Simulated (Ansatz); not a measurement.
A run of Ansatz (development build ahead of 0.2.0) on doublet C3H5 at this shape:

```xyz
8

C     0.0000    0.0000   -0.4772
C     0.0000    1.3283    0.2117
C     0.0000   -1.3283    0.2117
H     0.0000    0.0000   -1.6620
H     0.0000    2.3372   -0.3986
H     0.0000    1.4024    1.3909
H     0.0000   -2.3372   -0.3986
H     0.0000   -1.4024    1.3909
```

Its results:

```yaml
Converged: yes
Total_energy: -116.43354 hartree
Spin_squared_of_the_determinant: 1.102
```

(1) Which input gives this output? Name the method, the orbitals and the basis set, and write the input.

Results:

(1) UHF in cc-pVDZ.

```yaml
crystal:
  periodic: [false, false, false]
  atoms:
    - { symbol: C, position_ang: [0.0, 0.0, -0.4772] }
    - { symbol: C, position_ang: [0.0, 1.32826, 0.21171] }
    - { symbol: C, position_ang: [0.0, -1.32826, 0.21171] }
    - { symbol: H, position_ang: [0.0, 0.0, -1.66198] }
    - { symbol: H, position_ang: [0.0, 2.33724, -0.39861] }
    - { symbol: H, position_ang: [0.0, 1.40238, 1.39093] }
    - { symbol: H, position_ang: [0.0, -2.33724, -0.39861] }
    - { symbol: H, position_ang: [0.0, -1.40238, 1.39093] }
basis:
  gaussian: { orbitals: cc-pVDZ }
magnetization:
  spin_polarized: true
  initial_magnetization: 1
hamiltonian:
  xc: hf
```

Caution: the unrestricted determinant is spin contaminated.
